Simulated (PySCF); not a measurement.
# r2SCAN/6-31G(d,p) (spherical functions) run of BHO2 (oxoborinic acid)

Aim: the vertical ionisation energy of BHO2 (oxoborinic acid) at r2SCAN/6-31G** (spherical functions), from 2 runs. The job is set up through a Python script.

The results are computed with PySCF 2.14.0.

### 1 The system as given

BHO2: 4 atoms, total charge 0, spin state singlet. As SMILES, `O=BO`. The coordinates come from a PBE0-D4/def2-TZVP relaxation.

Bond lengths: O1–B2 1.210 Å, B2–O3 1.322 Å, O3–H4 0.960 Å. Angles: O1–B2–O3 177.5°, B2–O3–H4 117.0°.

### 2 The energy at r2SCAN/6-31G(d,p) (spherical functions)

Input file calc.py:

```python
from pyscf import gto, dft

mol = gto.M(
    atom=[
    ('O', (-1.555100, 0.523500, 0.428500)),
    ('B', (-0.423900, 0.132000, 0.248600)),
    ('O', (0.816700, -0.302000, 0.108600)),
    ('H', (1.162300, -0.353500, -0.785700)),
],
    max_memory=1860,
    verbose=3,
    basis='6-31g**',
)

ks = dft.RKS(mol, xc='r2scan')
ks.grids.level = 4
ks.conv_tol = 1e-10
ks.kernel()
if not ks.converged:
    ks = ks.newton().run(ks.mo_coeff, ks.mo_occ)

e_final = ks.e_tot
print('Final energy', e_final)
```

On the command line:

```sh
$ OMP_NUM_THREADS=1 python calc.py
```

The program printed:

```text
converged SCF energy = -175.887424467719
Final energy -175.88742446771914
```

Wall time 6.6 s (1 thread of Arm Neoverse V1, shared host); peak memory 0.27 GiB.

### 3 The doublet cation, same level

Input file run.py:

```python
from pyscf import gto, dft

mol = gto.M(
    atom='''
O     -2.938713     0.989272     0.809748
B     -0.801055     0.249444     0.469786
O      1.543339    -0.570697     0.205224
H      2.196429    -0.668018    -1.484758
''',
    max_memory=1860,
    verbose=3,
    charge=1,
    basis='6-31g**',
    spin=1,
    unit='bohr',
)

myscf = dft.UKS(mol)
myscf.xc = 'r2scan'
myscf.grids.level = 4
myscf.conv_tol = 1e-10
myscf.kernel()
if not myscf.converged:
    myscf = myscf.newton().run(myscf.mo_coeff, myscf.mo_occ)

energy = myscf.e_tot
print('Final energy', energy)
```

On the command line:

```sh
$ OMP_NUM_THREADS=1 python run.py
```

The program printed:

```text
WARN: HOMO -0.442004793982762 >= LUMO -0.442004793982761

converged SCF energy = -175.448344942537  <S^2> = 0.76260411  2S+1 = 2.0125646
Final energy -175.44834494253732
```

Wall time 13 s (1 thread of Arm Neoverse V1, shared host); peak memory 0.29 GiB.

### 4 Results

At r2SCAN/6-31G** (spherical functions):

| quantity | value |
| --- | --- |
| singlet BHO2: total energy | -175.88742 Eh |
| singlet BHO2: dipole moment | 3.76 D |
| singlet BHO2: HOMO energy | -7.72 eV |
| singlet BHO2: LUMO energy | 0.43 eV |
| singlet BHO2: HOMO–LUMO gap | 8.15 eV |
| doublet cation: total energy | -175.44834 Eh |
| doublet cation: HOMO energy (highest over α and β) | -17.76 eV |
| doublet cation: LUMO energy (lowest over α and β) | -15.99 eV |
| doublet cation: ⟨S²⟩ | 0.763 |
| vertical ionisation energy (to the doublet cation) | 11.948 eV |

The vertical ionisation energy comes to 11.95 eV (1153 kJ/mol). −ε(HOMO) before ionisation, 7.72 eV, is 4.23 eV below this ionisation energy. Mulliken charges (doublet cation) run from -0.24 on O3 to +0.76 on B2.
